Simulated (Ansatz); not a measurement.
Two shapes of singlet O3.

Shape 1:

```xyz
3

O    -0.0376    0.0040   -0.4530
O    -0.0167    1.0707    0.1641
O     0.0037   -1.1105    0.2070
```

Shape 2:

```xyz
3

O     0.0000    0.0000   -0.3867
O     0.0000    0.9759    0.1934
O     0.0000   -0.9759    0.1934
```

Basis set: 6-31G* (spherical functions). Left uncorrelated: 3 orbitals. Charge 0, multiplicity 1.

Computed with Ansatz (development build ahead of 0.2.0); each method stands on the lowest determinant of its kind that the runs found.

(1) Which shape is lower in energy, and by how much in each method?

Answers

(1)

| method | E(2) − E(1) (eV) |
| --- | --- |
| RHF | 0.203 |
| RHF-MP2 | 1.768 |

Shape 1 is lower. Caution: in another basis set an unrestricted determinant lies well below.
